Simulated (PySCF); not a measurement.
Gas-phase reaction: 2 SiCl + Si2H6 + 4 Cl → 2 H3SiSiCl3

Computed with PySCF and rigid-rotor harmonic-oscillator thermochemistry at 1 bar. † marks an energy on the PBE0/def2-TZVP geometry and frequencies; other levels use their own. MP2 and CCSD(T) freeze the core. 6-31G* has spherical d functions here. Open shells (unrestricted): SiCl (multiplicity 2, electronic degeneracy 4), Cl (multiplicity 2, electronic degeneracy 6); the rest are closed-shell singlets. Spin-orbit splitting is ignored; it lowers the true energy and changes the entropy of SiCl, Cl. B3LYP is the form with VWN-RPA correlation. H3SiSiCl3: computed as isolated molecules; such fragments, hydroxides, amides, oligomers or adducts are transient or little studied in the gas. MP2 isn't extrapolated to the basis-set limit; its ΔH°(298 K) is -1671.4 kJ in def2-SVP and -1818.3 kJ in def2-TZVPP. CCSD(T) isn't extrapolated to the basis-set limit. The harmonic model lacks anharmonicity and excited electronic states, which grow with temperature; levels with a mode under 35 cm⁻¹ are left out. Internal rotation in Si2H6, H3SiSiCl3 is treated as a harmonic vibration of one conformer, which makes the entropy rough.

```csv
level,"ΔE electronic, kJ","ΔH°(298 K), kJ","ΔS°(298 K), J/K","ΔG°(2500 K), kJ"
B3LYP/6-31G*,-1598,-1582,-675,51
BLYP/def2-TZVP†,-1608,-1592,-671,32
CCSD(T)/def2-SVP†,-1590,-1574,-671,51
HF/6-31G*,-1271,-1253,-684,407
MP2/def2-SVP†,-1687,-1671,-671,-47
MP2/def2-TZVPP†,-1834,-1818,-671,-194
PBE/def2-SVP,-1749,-1733,-669,-115
PBE0/def2-QZVP†,-1759,-1744,-671,-119
ωB97M-V/def2-TZVP†,-1791,-1775,-671,-151
```
ΔH° is lowest at MP2/def2-TZVPP† and highest at HF/6-31G*. No reference value is set beside these.
